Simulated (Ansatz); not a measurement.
Active spaces for CH3Cl, singlet

Computed with Ansatz's Gaussian-basis code (development build). Basis aug-cc-pVDZ on C/H, aug-cc-pV(D+d)Z on Cl, nonrelativistic, no frozen core. State-specific CASSCF; RHF is the lowest restricted (open-shell) Hartree–Fock solution met. Solutions may break the symmetry of the shape. The lowest solution met needn't be the lowest there is, nor hold the orbitals that a chemist would pick.

Geometry:

```tsv
atom	x (Å)	y (Å)	z (Å)
C	0.0000	0.0000	1.1214
Cl	0.0000	0.0000	-0.6560
H	0.0000	-1.0293	1.4743
H	0.8914	0.5147	1.4743
H	-0.8914	0.5147	1.4743
```

What do CASSCF and its corrections give against RHF in CAS(2,2), and what are the occupations?

CASSCF -0.444 eV, SC-NEVPT2 -10.002 eV; occupations 1.97, 0.03.
